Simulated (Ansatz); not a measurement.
This geometry of C3H4FNO (10 atoms, charge 0, multiplicity 1) is a first-order saddle point.

The calculation used RKS r2SCAN/STO-3G (Ansatz 0.2.0).

```xyz
10
Properties=species:S:1:pos:R:3
C -0.307 -1.422 0.378
C 0.110 -0.140 0.441
O 0.801 0.460 1.514
C -0.146 0.874 -0.685
N 0.739 1.074 -1.644
F -1.356 1.524 -0.590
H -0.836 -1.797 -0.500
H -0.116 -2.126 1.193
H 0.906 -0.323 2.169
H 0.289 1.825 -2.274
```

(1) Which two structures does it join? (They come from a converged band through this point; their orientation in space is the band's.)

(2) How far does it lie above each of them?

Results:

(1) No bond is made or broken. The dihedral O3–C2–C4–F6 goes from 1 to -178°.

First end point:

```xyz
10
Properties=species:S:1:pos:R:3
C 0.379 -1.396 0.237
C 0.045 -0.108 0.485
O -0.091 0.502 1.750
C -0.240 0.896 -0.622
N -0.198 0.554 -1.901
F -0.533 2.155 -0.154
H 0.451 -1.742 -0.796
H 0.580 -2.106 1.043
H 0.126 -0.270 2.387
H -0.435 1.464 -2.426
```

Last end point:

```xyz
10
Properties=species:S:1:pos:R:3
C 0.387 -1.483 0.172
C 0.061 -0.188 0.404
O -0.066 0.437 1.657
C -0.215 0.786 -0.730
N -0.499 2.057 -0.488
F -0.137 0.222 -1.981
H 0.455 -1.852 -0.852
H 0.586 -2.185 0.986
H 0.150 -0.332 2.302
H -0.639 2.487 -1.466
```

(2) 0.213 eV above the first and 0.207 eV above the second. This is the barrier of this one path; another mechanism may lie lower. Limits of this set-up: minimal basis.

The run took 3.9 min on 1 thread of Intel(R) Xeon(R) Processor @ 2.50GHz (Skylake/Cascade Lake) (shared host), peak memory 0.13 GiB.
